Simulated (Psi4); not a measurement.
**SiPH4Cl+ (SMILES [PH2+][SiH2]Cl): UCCSD/aug-cc-pVDZ**

What is the energy change on altering one bond length of SiPH4Cl+ at UCCSD/aug-cc-pVDZ? 

Program for the calculation: Psi4 1.11.

1 further run of the same task is left out (set aside as unsound or not needed).

## (1) The system as given

SiPH4Cl+: 7 atoms, total charge +1, spin state doublet. SMILES: `[PH2+][SiH2]Cl`. Geometry: relaxed at GFN2-xTB. This is one conformer, not always the lowest.

Bond lengths: P1–Si2 2.422 Å, Si2–Cl3 1.961 Å, P1–H4 1.391 Å, P1–H5 1.391 Å, Si2–H6 1.456 Å, Si2–H7 1.462 Å. Angles: P1–Si2–Cl3 108.0°, P1–Si2–H6 97.3°, P1–Si2–H7 95.4°, Cl3–Si2–H6 118.5°, Cl3–Si2–H7 116.6°, Si2–P1–H4 116.9°, Si2–P1–H5 113.0°, H6–Si2–H7 115.5°, H4–P1–H5 97.6°.

## (2) A single-point energy at UCCSD/aug-cc-pVDZ

clh4psi.json

```json
{
  "schema_name": "qcschema_input",
  "schema_version": 1,
  "molecule": {
    "schema_name": "qcschema_molecule",
    "schema_version": 2,
    "symbols": ["P", "Si", "Cl", "H", "H", "H", "H"],
    "geometry": [-2.45386606, 0.40993829, -0.66270805, 1.71298004, -0.24611793, 1.11559982, 1.79299104, -3.62602539, 2.63083892, -3.19067028, -1.21171129, -2.59635141, -2.65621794, 2.66288867, -2.00076643, 1.72671835, 1.94084322, 2.78381225, 3.06806485, 0.07020333, -1.27042508],
    "molecular_charge": 1,
    "molecular_multiplicity": 2,
    "fix_symmetry": "c1",
    "fix_com": true,
    "fix_orientation": true
  },
  "driver": "energy",
  "model": {
    "method": "ccsd",
    "basis": "aug-cc-pVDZ"
  },
  "keywords": {
    "reference": "uhf",
    "puream": true,
    "e_convergence": 1e-09,
    "d_convergence": 1e-08,
    "scf_type": "pk",
    "num_frozen_docc": 15,
    "maxiter": 200
  }
}
```

Launch:

```sh
$ psi4 --qcschema clh4psi.json -n 1 --memory 1600MB
```

stdout:

```text
[...]
  Running in c1 symmetry.
[...]
  Nuclear repulsion =  190.839193263259858
[...]
  Multiplicity = 2
[...]
  Nalpha       = 25
  Nbeta        = 24
[...]
    Number of basis functions: 117
[...]
   @UHF iter   1: -1091.18595679267787   -4.72467e-02   1.93516e-03 ADIIS/DIIS
[...]
   @UHF iter  14: -1091.25638267054910   -3.06954e-11   9.61098e-09 DIIS
[...]
   @S^2 Observed:                7.605274038E-01
[...]
    Orbital Energies [Eh]
    ---------------------
    Alpha Occupied:
       1A   -105.027571     2A    -80.227973     3A    -69.062200
       4A    -10.756650     5A     -8.223953     6A     -8.220902
       7A     -8.220698     8A     -7.770716     9A     -6.404556
      10A     -5.675637    11A     -5.662270    12A     -5.661084
      13A     -4.511669    14A     -4.510674    15A     -4.508886
      16A     -1.310625    17A     -1.123543    18A     -0.923014
      19A     -0.780736    20A     -0.745069    21A     -0.739198
      22A     -0.722573    23A     -0.668597    24A     -0.647915
      25A     -0.622970
    Alpha Virtual:
[...]
  @UHF Final Energy: -1091.25638267054910
   => Energetics <=
    Nuclear Repulsion Energy =            190.8391932632598582
    One-Electron Energy =               -1879.5479049939845027
    Two-Electron Energy =                 597.4523290601756571
    Total Energy =                      -1091.2563826705491010
  UHF NO Occupations:
  HONO-2 :   23  A 1.9994318
  HONO-1 :   24  A 1.9959633
[...]
 Multipole Moments:
 ------------------------------------------------------------------------------------
     Multipole            Electronic (a.u.)      Nuclear  (a.u.)        Total (a.u.)
 ------------------------------------------------------------------------------------
 L = 1.  Multiply by 2.5417464519 to convert [e a0] to [Debye]
 Dipole X            :        -17.2217591           16.6024723           -0.6192868
 Dipole Y            :         55.6539020          -55.4767844            0.1771176
 Dipole Z            :        -47.4268741           47.3183077           -0.1085664
 Magnitude           :                                                    0.6532025
[...]
      * MP2 total energy                      = -1091.601875535073304
[...]
      * CCSD total energy                     = -1091.654143307119057
[...]
```

The result, in JSON:

```text
{
 "driver": "energy",
 "model": {
  "method": "ccsd",
  "basis": "aug-cc-pVDZ"
 },
 "success": true,
 "return_result": -1091.654143307119,
 "properties": {
  "calcinfo_nbasis": 117,
  "calcinfo_nmo": 117,
  "calcinfo_nalpha": 25,
  "calcinfo_nbeta": 24,
  "calcinfo_natom": 7,
  "nuclear_repulsion_energy": 190.83919326325986,
  "return_energy": -1091.654143307119,
  "scf_one_electron_energy": -1879.5479049939845,
  "scf_two_electron_energy": 597.4523290601757,
  "scf_dipole_moment": [-0.6192868144217236, 0.17711759605935384, -0.10856639993225059],
  "scf_total_energy": -1091.256382670549,
  "scf_iterations": 14,
  "mp2_same_spin_correlation_energy": -0.07567205451789077,
  "mp2_opposite_spin_correlation_energy": -0.2698208099945598,
  "mp2_singles_energy": -3.2799428592000537e-25,
  "mp2_doubles_energy": -0.3454928645124506,
  "mp2_correlation_energy": -0.3454928645124506,
  "mp2_total_energy": -1091.6018755350733,
  "ccsd_same_spin_correlation_energy": -0.0755384328434505,
  "ccsd_opposite_spin_correlation_energy": -0.3222222037146832,
  "ccsd_singles_energy": -6.20111489307615e-16,
  "ccsd_doubles_energy": -0.3977606365581337,
  "ccsd_correlation_energy": -0.3977606365581343,
  "ccsd_total_energy": -1091.654143307119,
  "ccsd_iterations": 21
 }
}
```

Wall time 2.9 min (1 thread of Intel Xeon Platinum 8259CL at 2.50GHz (Skylake/Cascade Lake), shared host); peak memory 1.3 GiB.

## (3) The distorted shape, same level

clh4psi.in

```
memory 1.6 GB

molecule m {
  1 2
  P     -3.062574     0.494673    -1.103541
  Si     0.906470    -0.130240     0.590350
  Cl     0.948810    -1.918810     1.392180
  H     -3.452474    -0.363467    -2.126781
  H     -3.169654     1.686883    -1.811611
  H      0.913740     1.027050     1.473130
  H      1.623550     0.037150    -0.672280
  symmetry c1
}

set basis aug-cc-pVDZ
set reference uhf
set puream true
set e_convergence 1e-09
set d_convergence 1e-08
set scf_type pk
set num_frozen_docc 15
set maxiter 200

E, wfn = energy('ccsd', return_wfn=True)
print_variables()
```

Launch:

```sh
$ psi4 -n 1 clh4psi.in clh4psi.out
```

clh4psi.out:

```text
[...]
  Running in c1 symmetry.
[...]
  Nuclear repulsion =  152.925913438735478
[...]
  Multiplicity = 2
[...]
  Nalpha       = 25
  Nbeta        = 24
[...]
    Number of basis functions: 117
[...]
   @UHF iter   1: -1091.14067640251938   -4.41946e-01   1.96399e-03 ADIIS/DIIS
[...]
   @UHF iter  15: -1091.20116813305094   -3.41061e-12   3.97236e-09 DIIS
[...]
   @S^2 Observed:                7.660203018E-01
[...]
    Orbital Energies [Eh]
    ---------------------
    Alpha Occupied:
       1A   -105.080998     2A    -80.096123     3A    -69.137659
       4A    -10.808528     5A     -8.275667     6A     -8.272799
       7A     -8.272219     8A     -7.638132     9A     -6.477248
      10A     -5.542433    11A     -5.529576    12A     -5.527790
      13A     -4.583791    14A     -4.582080    15A     -4.580374
      16A     -1.354881    17A     -0.991314    18A     -0.956824
      19A     -0.782958    20A     -0.780723    21A     -0.717957
      22A     -0.690232    23A     -0.665666    24A     -0.555892
      25A     -0.503813
    Alpha Virtual:
[...]
  @UHF Final Energy: -1091.20116813305094
   => Energetics <=
    Nuclear Repulsion Energy =            152.9259134387354777
    One-Electron Energy =               -1804.1004495534286889
    Two-Electron Energy =                 559.9733679816421272
    Total Energy =                      -1091.2011681330509418
  UHF NO Occupations:
  HONO-2 :   23  A 1.9994705
  HONO-1 :   24  A 1.9928705
[...]
 Multipole Moments:
 ------------------------------------------------------------------------------------
     Multipole            Electronic (a.u.)      Nuclear  (a.u.)        Total (a.u.)
 ------------------------------------------------------------------------------------
 L = 1.  Multiply by 2.5417464519 to convert [e a0] to [Debye]
 Dipole X            :          2.6332838           -1.0611192            1.5721646
 Dipole Y            :         -3.7883890            4.5848045            0.7964155
 Dipole Z            :          3.7565748           -3.7382182            0.0183566
 Magnitude           :                                                    1.7624745
[...]
      * MP2 total energy                      = -1091.541879329361336
[...]
      * CCSD total energy                     = -1091.597482836240033
[...]
```

Run time: 2.9 min. Hardware: 1 thread of Intel Xeon Platinum 8259CL at 2.50GHz (Skylake/Cascade Lake), shared host; peak memory 1.3 GiB.

## (4) Summary of results

At UCCSD/aug-cc-pVDZ, 15 core orbitals frozen:

| quantity | value |
| --- | --- |
| first shape: total energy | -1091.65414 Eh |
| first shape: HOMO energy (Hartree–Fock orbitals) (highest over α and β) | -16.95 eV |
| first shape: LUMO energy (Hartree–Fock orbitals) (lowest over α and β) | -6.01 eV |
| first shape: correlation energy (15 core orbitals frozen) | -397.8 mEh |
| first shape: ⟨S²⟩ of the reference determinant | 0.761 |
| first shape: T1 diagnostic | 0.019 |
| distorted shape: total energy | -1091.59748 Eh |
| distorted shape: HOMO energy (Hartree–Fock orbitals) (highest over α and β) | -13.71 eV |
| distorted shape: LUMO energy (Hartree–Fock orbitals) (lowest over α and β) | -6.20 eV |
| distorted shape: correlation energy (15 core orbitals frozen) | -396.3 mEh |
| distorted shape: ⟨S²⟩ of the reference determinant | 0.766 |
| distorted shape: T1 diagnostic | 0.023 |
| energy change with the P1–Si2 bond stretched from 2.422 to 4.360 Å | 1.542 eV |

What this shows: With the P1–Si2 bond stretched from 2.422 to 4.360 Å the energy rises by 1.54 eV (149 kJ/mol). The first shape isn't relaxed at this level, so the change isn't measured from a minimum.
